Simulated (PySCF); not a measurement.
Species: PF₄ (charge +1).
Numbering: `[F:1][P+:2]([F:3])([F:4])[F:5]`

Level of theory: MP2 and CCSD/aug-cc-pVDZ in PySCF, restricted Hartree–Fock reference, 9 core orbitals frozen, non-relativistic, gas phase, PBE0-D3(BJ)/def2-SVP geometry.

E(HF) = -738.31046 Eh.

**Question.** How large is the problem?

**Answer.** 119 basis functions and 50 electrons; 9 orbitals frozen, which leaves o = 16 correlated occupied and v = 94 virtual orbitals. That is o·v = 1504 singles and o·v(o·v + 1)/2 = 1131760 distinct closed-shell doubles amplitudes before symmetry; the costliest CCSD step grows as o²v⁴ = 2.0 × 10^10.

**Question.** What are the MP2 and CCSD correlation energies?

**Answer.** MP2 -0.9247 Eh and CCSD -0.9289 Eh, which gives totals of -739.23514 and -739.23937 Eh. That is 0.790 eV for each correlated electron at CCSD (2439 kJ/mol in all, 0.126 % of the total energy); MP2 gives 99.5 % of the CCSD value.

**Question.** What is the T1 diagnostic?

**Answer.** 0.0143, below the customary warning level of 0.02. It is the norm of the spatial-orbital singles amplitudes over the root of the number of correlated electrons, so the norm is 0.081.

No triples correction and no basis-set extrapolation were made.
